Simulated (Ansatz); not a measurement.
Geometry optimisation, RKS B3LYP-D4/cc-pVDZ in Ansatz 0.2.0.

Input:

```yaml
crystal:
  periodic: [false, false, false]
  atoms:
    - { symbol: C, position_ang: [0.1225, 0.5904, -1.5555] }
    - { symbol: "N", position_ang: [0.0015, -0.2221, -0.3531] }
    - { symbol: H, position_ang: [0.6446, 0.091, -2.3826] }
    - { symbol: H, position_ang: [0.6654, 1.5018, -1.3062] }
    - { symbol: H, position_ang: [-0.8763, 0.8639, -1.8941] }
    - { symbol: H, position_ang: [0.9253, -0.4973, -0.0306] }
    - { symbol: H, position_ang: [-0.5048, -1.0773, -0.5654] }
    - { symbol: C, position_ang: [-0.3582, -0.4059, 2.6835] }
    - { symbol: "N", position_ang: [0.0564, -0.9379, 3.6025] }
    - { symbol: H, position_ang: [-0.6764, 0.0933, 1.8016] }
basis:
  gaussian: { orbitals: cc-pVDZ }
hamiltonian:
  xc: b3lyp
  dispersion: d4
relax:
  f_tol: 0.02
  max_steps: 40
scf:
  lower_state_search: "off"
```

Run as:

```bash
$ ansatz run input.yaml --threads 2 --pin off --max-ram 3072MiB --backend cpu --events-out ev --progress --plain --runs-dir out
```

Q: Where does it end, and by what steps?

A: The forces met the threshold. The force dipped under the threshold on the way, but the program's further checks kept it going. After 11 steps the energy has fallen by 0.193 eV; N9 moved furthest, 1.10 Å.

| step | energy less start (eV) | largest force component (eV/Å) | accepted |
| --- | --- | --- | --- |
| 0 | 0.0000 | 2.001 | yes |
| 1 | -0.0752 | 1.597 | yes |
| 2 | -0.0870 | 2.342 | yes |
| 3 | -0.1327 | 1.402 | yes |
| 4 | -0.1558 | 0.900 | yes |
| 5 | -0.1664 | 1.411 | yes |
| 6 | -0.1695 | 0.884 | yes |
| 7 | -0.1902 | 0.138 | yes |
| 8 | -0.1916 | 0.013 | yes |
| 9 | -0.1924 | 0.243 | yes |
| 10 | -0.1927 | 0.033 | yes |
| 11 | -0.1929 | 0.004 | yes |

```xyz
10
Properties=species:S:1:pos:R:3
C 0.034 0.623 -1.269
N 0.260 -0.595 -0.478
H 0.251 0.518 -2.350
H 0.661 1.436 -0.872
H -1.017 0.936 -1.162
H 1.229 -0.903 -0.588
H -0.307 -1.360 -0.852
C -0.366 -0.222 2.506
N -0.609 -0.057 3.628
H -0.136 -0.376 1.437
```

Whether the end is a true minimum wasn't checked by a vibrational analysis.

Run time: 24 s on 2 CPU threads of a shared host.
